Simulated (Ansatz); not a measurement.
Ansatz (a quantum-chemistry and plane-wave program) input (CCSD(T)/STO-3G):

Ansatz 0.2 input:
```yaml
crystal:
  periodic: [false, false, false]
  atoms:
    - {symbol: C, position_ang: [-0.00304735, 0.42791482, -0.00613070]}
    - {symbol: C, position_ang: [1.20001360, -0.09023937, 0.00044276]}
    - {symbol: F, position_ang: [-1.17652991, -0.15679382, 0.00308106]}
    - {symbol: H, position_ang: [1.34031919, -1.16762619, 0.01578439]}
    - {symbol: H, position_ang: [2.06665249, 0.55271791, -0.00938634]}
basis:
  gaussian:
    orbitals: STO-3G
magnetization: {spin_polarized: true, initial_magnetization: 1}
correlation: {method: ccsd_t, electrons: outside_noble_gas}
```

End of the output:

```
235 factors; integrals over basis functions are off by at most 3.3e-5 eV
mean field: 0.04 GiB planned
mean field evaluation 1: about -4730.3194 eV, gradient 1.2e1 eV
mean field evaluation 2: about -4730.4139 eV, gradient 1.2e1 eV
mean field evaluation 4: about -4731.6428 eV, gradient 2.1e0 eV
mean field evaluation 8: about -4731.8622 eV, gradient 9.6e-1 eV
mean field evaluation 16: about -4731.9869 eV, gradient 3.0e-6 eV
mean field evaluation 32: about -4731.9854 eV, gradient 1.6e-1 eV
mean field evaluation 64: about -4728.8040 eV, gradient 2.7e-1 eV
mean field evaluation 96: about -4728.6849 eV, gradient 1.6e-1 eV
mean field evaluation 128: about -4726.8168 eV, gradient 3.9e-2 eV
mean field -4731.98687250 eV, -173.8973101086 hartree, gradient 6.5e-6 eV, S^2 1.064540; 4 other end points of the search recorded, 0 dependent functions left out
determinant -4731.98687250 eV, -173.8973101086 hartree, with singles and doubles -4735.99898939 eV, -174.0447526847 hartree
determinant -4728.79099914 eV, -173.7798639288 hartree, with singles and doubles -4732.25547542 eV, -173.9071810838 hartree
3 core orbitals not correlated
reference -4731.98687250 eV, -173.8973101086 hartree; 9, 8 occupied and 5, 6 virtual orbitals, 235 factors
second order -2.71427919 eV of doubles, -0.00000000 eV of singles
coupled cluster: 0.05 GiB planned
cycle   1  -4.01493155 eV  change   -2.8e-3 eV  update   4.0e-3
cycle   2  -4.01866849 eV  change   -3.7e-3 eV  update   3.1e-3
cycle   3  -4.02087871 eV  change   -2.2e-3 eV  update   1.6e-3
cycle   4  -4.02224712 eV  change   -1.4e-3 eV  update   7.9e-4
cycle   5  -4.02432487 eV  change   -2.1e-3 eV  update   3.6e-4
cycle   6  -4.02590955 eV  change   -1.6e-3 eV  update   1.8e-4
cycle   7  -4.02623123 eV  change   -3.2e-4 eV  update   7.5e-5
cycle   8  -4.02626742 eV  change   -3.6e-5 eV  update   3.0e-5
cycle   9  -4.02627353 eV  change   -6.1e-6 eV  update   8.3e-6
coupled cluster: 0.05 GiB planned
perturbative correction -0.09629363 eV, -0.0035387255 hartree
Total energy: -4736.10943966 eV, -174.0488116572 hartree
```

It need not be the lowest isomer of its formula.

The determinant is spin-contaminated: <S^2> is 1.06 against 0.75 for a pure state.
